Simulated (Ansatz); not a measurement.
`B1C[SiH2]1` at its PBE0-D4/def2-TZVP geometry, where that method's forces vanish. The species carries charge 0 and has multiplicity 1.

```xyz
8

B    -0.8074   -0.5597   -0.6505
C    -0.4949   -0.2966    0.7782
Si    0.8514    0.3708   -0.5905
H    -1.8252   -0.5300   -1.2605
H     0.3608   -0.7257    1.3055
H    -1.2203    0.1073    1.4822
H     2.1261   -0.1544   -0.0529
H     1.0093    1.7883   -1.0115
```

What forces (eV/Å) does B3LYP-D4/def2-TZVPP give on these atoms in Ansatz? (Best estimate.)

Computed: 
```
B1  -0.112  0.013 -0.015
C2  -0.063 -0.083  0.165
Si3  0.224  0.112 -0.146
H4   0.112 -0.006  0.065
H5  -0.122  0.027 -0.018
H6   0.043 -0.030 -0.036
H7  -0.078  0.048 -0.043
H8  -0.004 -0.082  0.028
```

B3LYP here is the variant with VWN-RPA as its local correlation; programs differ in this.
